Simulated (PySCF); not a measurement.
Electric field gradients and quadrupole coupling constants

C2H2N (charge -1).
Geometry (PBE0-D3(BJ)/def2-SVP, Å), atoms numbered from 1 in this order:
```xyz
5
C2H2N angstrom
C     -0.5623    0.0089    0.0049
C      0.8162   -0.0107   -0.0224
N      2.0031   -0.0274   -0.0457
H     -1.1061    0.9573   -0.0159
H     -1.1336   -0.9225    0.0447
```

Field gradients from the PBE0/pcSseg-1 density (PySCF, non-relativistic), principal values in atomic units, ordered |Vxx| ≤ |Vyy| ≤ |Vzz|:

```tsv
atom	Vxx	Vyy	Vzz
N3	-0.2776	-0.5184	0.7961
```

**Question.** Find the asymmetry η = (Vxx − Vyy)/Vzz and the couplings χ = eQV/h (234.96 MHz × Q in barn × V in au), with Q(14N) = 0.02044 b.

**Answer.** 
```tsv
atom	environment	nucleus	η	χzz (MHz)	χxx (MHz)	χyy (MHz)
N3	nitrogen bonded to C	14N	0.30	3.823	-1.333	-2.490
```

**Question.** What is Vzz at N3 in SI units (1 au = 9.71736 × 10²¹ V/m²)?

**Answer.** 0.7961 au = 7.736 × 10²¹ V/m².

**Question.** And the gradient at the other heavy atoms, for which no coupling is worked out here?

**Answer.** 
```csv
atom,environment,Vzz (au),η
C1,carbon bonded to C and 2 H,-0.466,0.09
C2,carbon bonded to C and N,-0.480,0.07
```

Isolated species at its PBE0-D3(BJ)/def2-SVP geometry, gas phase. The pcSseg-1 basis has no diffuse functions, a weakness for an anion. The HOMO energy is positive at this level (+1.10 eV), so the outermost electrons may be held by the finite basis alone. These gradients aren't converged with respect to the basis.

These values come from a run that also computed NMR shieldings. Hardware: one thread, Arm Neoverse V2 (aarch64), no GPU, shared host with 192 logical CPUs at a one-minute load of 92. Cost: 2.6 s wall (grids of density and orbitals included), 0.29 GiB resident at most.
